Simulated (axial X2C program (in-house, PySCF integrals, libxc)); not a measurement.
# Excited states of BS⁻ by EOM-EE-CCSD

Computed with an axial X2C code built on PySCF integrals: two-component X2C with atomic mean-field Coulomb and Gaunt terms, Gaussian nuclei, basis S dyall-av3z, B dyall-av3z with contracted cores.

R = 1.689 Å (near the PBE0 minimum at charge -1 of the determinant lowest at the starting distance; the state shown can have its own minimum elsewhere).

Hartree–Fock spinors of BS⁻ (one of each Kramers pair; a window near the gap, which can cut inner shells):

```csv
ω,occupied,ε (eV),character
1/2,yes,-19.80,"56% S s, 18% B p, 15% B s"
1/2,yes,-8.84,"60% S p, 20% B s, 9% S s"
1/2,yes,-4.65,"67% S p, 20% B p, 8% B d"
3/2,yes,-4.59,"67% S p, 20% B p, 8% B d"
1/2,yes,-3.08,"44% B p, 32% B s, 12% S p"
1/2,no,3.54,99% B p
3/2,no,3.54,99% B p
1/2,no,3.57,97% B p
1/2,no,4.18,"80% B s, 15% S p, 3% B p"
1/2,no,5.99,"75% S p, 13% B s, 5% S d"
3/2,no,6.05,"83% S p, 7% B p, 6% S d"
```

Vertical excitation energies from the closed-shell determinant state of BS⁻:

```csv
Ω,excitation (eV),cm⁻¹,hole of the leading pair,particle of the leading pair,weight of the pair (for Ω = 0 its time-reversed partner can hold as much again),singles weight
0⁻,2.771,22346,"44% B pσ, 34% B sσ, 10% S pσ","60% B pπ, 15% B dπ, 14% S dπ",0.49,0.95
0⁺,2.771,22346,"44% B pσ, 34% B sσ, 10% S pσ","60% B pπ, 15% B dπ, 14% S dπ",0.48,0.95
1,2.771,22351,"44% B pσ, 34% B sσ, 10% S pσ","60% B pπ, 15% B dπ, 14% S dπ",0.47,0.95
2,2.772,22357,"44% B pσ, 34% B sσ, 10% S pσ","60% B pπ, 15% B dπ, 14% S dπ",0.94,0.94
1,3.192,25743,"44% B pσ, 34% B sσ, 11% S pσ","56% B pσ, 42% B sσ",0.93,0.93
0⁻,3.192,25743,"44% B pσ, 34% B sσ, 11% S pσ","56% B pσ, 42% B sσ",0.46,0.93
1,3.268,26362,"44% B pσ, 33% B sσ, 12% S pσ",93% B pπ,0.47,0.91
0⁺,3.291,26544,"44% B pσ, 33% B sσ, 12% S pσ",94% B pσ,0.45,0.91
0⁻,3.320,26775,"44% B pσ, 32% B sσ, 12% S pσ","52% B sσ, 33% B pσ, 9% S pσ",0.45,0.91
1,3.320,26775,"44% B pσ, 32% B sσ, 12% S pσ","52% B sσ, 33% B pσ, 9% S pσ",0.90,0.91
```

This point took 35 s on 1 thread of Arm Neoverse N1 (shared host).

Reference electrons by ω block (each with its −ω partner): 1/2: 9, 3/2: 2. 10 electrons of BS⁻ correlated (inner shells frozen), 88 natural virtual spinors (a truncated set); levels can be off by some tenths of an eV. Roots sought by Ω: (0: 5, 1: 4, 2: 3, 3: 1); the list ends where they run out and leaves out roots under 60 % singles weight. The solver can skip a root, and states that need a further excitation, which the method places far too high, are missing though they may lie low or lowest. T1 of the reference 0.020 (Lee–Taylor). Some roots did not converge and are left out. The highest Hartree–Fock level of the anion lies at -3.08 eV; relaxation, partly offset by correlation, puts the detachment threshold some tenths of an eV to over one eV lower in magnitude, and states above it are held by the basis set and are not bound. Number of frozen shells: S 2 s, 1 p; B 1 s.
